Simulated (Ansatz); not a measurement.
How methods differ on LiH (SMILES [LiH])

The species is LiH (2 atoms), meant as a singlet with charge 0. SMILES: `[LiH]`. Geometry: the measured bond length.

```xyz
2

Li    0.0000    0.0000    0.0000
H     0.0000    0.0000    1.5957
```

Quantity: the energy change with the Li1–H2 bond stretched from 1.596 to 1.995 Å, in eV. The values are calculated.

```
                       level                    kind  program  value (eV)  less FCI/3-21G
     BLYP/3-21G (restricted)                     GGA   Ansatz        0.26           +0.08
   r2SCAN/3-21G (restricted)                meta-GGA   Ansatz        0.25           +0.07
CAM-B3LYP/3-21G (restricted)  range-separated hybrid   Ansatz        0.31           +0.13
    HSE06/3-21G (restricted)  range-separated hybrid   Ansatz        0.27           +0.09
      MP2/3-21G (restricted)     perturbation theory   Ansatz        0.25           +0.07
  CCSD(T)/3-21G (restricted)   coupled cluster or CI   Ansatz        0.18            0.00
    CCSDT/3-21G (restricted)   coupled cluster or CI   Ansatz        0.18            0.00
                   FCI/3-21G      exact in the basis   Ansatz        0.18            0.00
```

FCI/3-21G is exact within its basis and frozen core, so for wave-function methods in that basis the difference is their error; functionals converge differently with the basis, so for them it is only a difference. The first shape isn't each level's own minimum. The values span 0.18 to 0.31 eV. All rows use very small basis sets, so none should be taken for the real molecule's value.
